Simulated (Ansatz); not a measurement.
A calculation on chalcopyrite CuGaSe2 returned lattice constant a 5.596 Å, lattice parameter c 11.101 Å, formation enthalpy -0.429 eV/atom.

For reference: lattice constant a 5.619 Å (measured, 293 K, no zero-point or thermal correction, sources range from 5.596 to 5.619; as tabulated in Souilah et al., J. Solid State Chem. 183, 2274 (2010), by the Crystallography …); lattice parameter c 11.026 Å (measured, 293 K, no zero-point or thermal correction; as tabulated in Souilah et al., J. Solid State Chem. 183, 2274 (2010), by the Crystallography …).

**Question.** Which level of theory produced these numbers?
(A) PBE (Ansatz, a program for electronic structure)
(B) PBE-D3(BJ) (Ansatz)
(C) HSE06 (Ansatz)
(D) r²SCAN (Ansatz)

**Answer.** B, PBE-D3(BJ) (Ansatz)

The others give: HSE06 5.650 Å, 11.109 Å, -0.636 eV/atom; PBE 5.672 Å, 11.259 Å, -0.478 eV/atom; r²SCAN 5.609 Å, 11.095 Å, -0.575 eV/atom.

Unless a cell is named, each level is at its own relaxed cell (HSE06 22.16, PBE 22.64, PBE-D3(BJ) 21.73, r²SCAN 21.81 Å³/atom).

Ansatz's density-functional and Hartree–Fock values are scalar-relativistic unless marked +SOC, with PAW data made under PBE.
